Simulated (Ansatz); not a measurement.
System: tetradymite Bi2Se3. Method: r²SCAN in Ansatz (plane waves, PAW).

Numerical settings: plane-wave cutoff 500 eV, 12×12×12 k mesh, Fermi–Dirac smearing 0.05 eV, scalar-relativistic PAW data made under PBE.

Computed at the level's own relaxed cell.

### Question
Give the computed volume per atom, lattice parameter a, lattice parameter c and band gap.

### Answer

volume per atom: 30.25 Å³/atom
lattice parameter a: 4.164 Å
lattice parameter c: 30.213 Å
band gap: 0.83 eV (on the SCF k mesh)

Measured, for comparison: band gap 0.3 eV (temperature not stated, no zero-point or thermal correction; as tabulated in Park and Ryu (2016), arXiv:1610.06451); lattice constant a 4.143 Å, lattice parameter c 28.636 Å (temperature not stated, no zero-point or thermal correction; as tabulated in Luo et al. (2012), arXiv:1308.1523). Computed (rounded) less measured: lattice constant a +0.5 %, lattice parameter c +5.5 %.

Note: the cell comes from a level without a dispersion term, which matters for the spacing of layers, chains or molecules.

Spin–orbit coupling is not included; with these elements it can move the gap by several tenths of an eV or more.

The computed numbers hold no vibrational or temperature effects.

Ansatz is a first-principles code.
